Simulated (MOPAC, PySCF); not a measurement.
C₂H₆O, SMILES `COC`, neutral singlet in the gas phase. 

Cartesian coordinates (Å):
SMILES: COC
```xyz
9

C     -1.1494     0.1540    -0.1517
O      0.0811     0.0790    -0.8147
C      1.1596    -0.1441     0.0493
H     -1.9314     0.3296    -0.9053
H     -1.3886    -0.7841     0.3919
H     -1.1770     0.9848     0.5844
H      1.2702     0.6689     0.7975
H      2.0769    -0.1879    -0.5564
H      1.0586    -1.1001     0.6049
```
Charge 0, multiplicity 1.

All levels are single points at this geometry (B3LYP-D3(BJ)/def2-SVP); Pople sets use spherical d functions. Orbital energies aren't observables, and empty levels follow the basis.

AM1 in MOPAC gives dipole (D) = 1.40.

Problem. Estimate the dipole (D) from each of these levels: B3LYP-D3(BJ)/def2-TZVP in PySCF; PBE-D3(BJ)/def2-TZVP in PySCF; B3LYP/3-21G in PySCF; B3LYP/6-311+G** in PySCF; B3LYP/6-31G* in PySCF; BP86/6-31G* in PySCF; M06-2X/6-31G* in PySCF; PBE/6-31G* in PySCF; HF/3-21G in PySCF; HF/6-31G* in PySCF; HF/STO-3G in PySCF; PM7 in MOPAC.

Solution. 
| level | dipole (D) |
|---|---|
| B3LYP-D3(BJ)/def2-TZVP in PySCF | 1.19 |
| PBE-D3(BJ)/def2-TZVP in PySCF | 1.09 |
| B3LYP/3-21G in PySCF | 1.36 |
| B3LYP/6-311+G** in PySCF | 1.38 |
| B3LYP/6-31G* in PySCF | 1.21 |
| BP86/6-31G* in PySCF | 1.12 |
| M06-2X/6-31G* in PySCF | 1.29 |
| PBE/6-31G* in PySCF | 1.12 |
| HF/3-21G in PySCF | 1.74 |
| HF/6-31G* in PySCF | 1.48 |
| HF/STO-3G in PySCF | 1.25 |
| PM7 in MOPAC | 1.74 |
